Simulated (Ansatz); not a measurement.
Born–Oppenheimer molecular dynamics of AlH₃O (5 atoms, charge 0, multiplicity 1). It starts from a relaxed structure.

Method: RKS BLYP/def2-SVP in Ansatz 0.2.0.

```yaml
ensemble: NVT, Langevin thermostat
time_step: 4 fs
steps_asked: 40
set_temperature: 1000 K
friction: 0.05 /fs
seed: 685986
```

First frame:

```xyz
5
Properties=species:S:1:pos:R:3
Al -0.037 -0.023 -0.037
O -0.033 -0.124 1.683
H -0.834 -0.176 2.232
H 1.404 0.047 -0.693
H -1.410 -0.006 -0.848
```

Question: What does the run give?

Answer: The run went to its last step.

```
steps done                                               : 40
time covered                                             : 160 fs
mean temperature over the second half                    : 1570261 K
spread of the potential energy over the second half      : 20.7 meV per atom
mean potential energy of the second half above the start : 2649.7 meV per atom
```

The temperature shot up to 1.8e+08 K, far beyond the bath's, so the integration failed: the time step of 4 fs is too long for the fastest motions that this run met, and the later frames carry no physical meaning.

Question: What happens to the structure?

Answer: Parted: Al1–O2 1.72 → 70.85 Å, Al1–H5 1.59 → 1.91 Å, O2–H3 0.97 → 1183.24 Å. It ends as AlH + H + H + O. Pairs count as bonded within 1.25 times the sum of covalent radii (0.12 Å more for H–H). Another seed would give other details.

Question: How do temperature and energy run in time?

Answer: 
| time (fs) | T (K) | potential energy less start (eV) |
| --- | --- | --- |
| 0.0 | 800 | 0.000 |
| 12.0 | 3804 | 5.481 |
| 24.0 | 901 | 6.129 |
| 36.0 | 1269 | 5.652 |
| 48.0 | 67486377 | 174.712 |
| 60.0 | 80511248 | 13.175 |
| 72.0 | 24279063 | 13.255 |
| 84.0 | 7314918 | 13.426 |
| 96.0 | 2181402 | 13.313 |
| 108.0 | 660783 | 13.181 |
| 120.0 | 189867 | 13.218 |
| 132.0 | 53337 | 13.094 |
| 144.0 | 14321 | 13.192 |
| 156.0 | 3566 | 13.243 |

The run took 55 s on 1 thread of AMD EPYC 9R45 96-Core Processor (Zen 5) (shared host), peak memory 0.11 GiB.
